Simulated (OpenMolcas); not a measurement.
AlO (oxoaluminum): methods side by side

AlO has 2 atoms, charge 0, and is taken as a doublet. SMILES: `[O]=[Al]`. Geometry: a GFN2-xTB relaxation, a rough one for these elements and not checked as a minimum.

```xyz
2

O     0.0000    0.0000    0.0000
Al    0.0000    0.0000    1.5700
```

Each level gives the energy change with the O1–Al2 bond stretched from 1.570 to 4.050 Å (eV). The values are calculated.

| level | kind | program | value (eV) | less FCI/STO-3G | CPU time (all runs) |
| --- | --- | --- | --- | --- | --- |
| USVWN5/STO-3G | LDA | OpenMolcas | 242.91 | +237.97 | 6.8 s |
| UPBE/STO-3G | GGA | OpenMolcas | 242.75 | +237.81 | 7.6 s |
| U-r2SCAN/STO-3G | meta-GGA | OpenMolcas | 242.64 | +237.70 | 9.8 s |
| UM06-2X/STO-3G | hybrid meta-GGA | OpenMolcas | 241.39 | +236.45 | 11 s |
| UPBE0/STO-3G | global hybrid | OpenMolcas | 241.78 | +236.84 | 7.8 s |
| CASPT2(3,3)/STO-3G | multireference | OpenMolcas | 4.06 | -0.88 | 3.4 s |
| FCI/STO-3G | exact in the basis | OpenMolcas | 4.94 | 0.00 | 4.3 s |

FCI/STO-3G is exact within its basis and frozen core, so for wave-function methods in that basis the difference is their error; functionals converge differently with the basis, so for them it is only a difference. The first shape isn't each level's own minimum. The values span 4.06 to 242.91 eV. All rows use very small basis sets, so even the best lies far from the true value. Times are those of the runs behind each value, whatever else they computed, on shared processors of several kinds: orders of magnitude only.
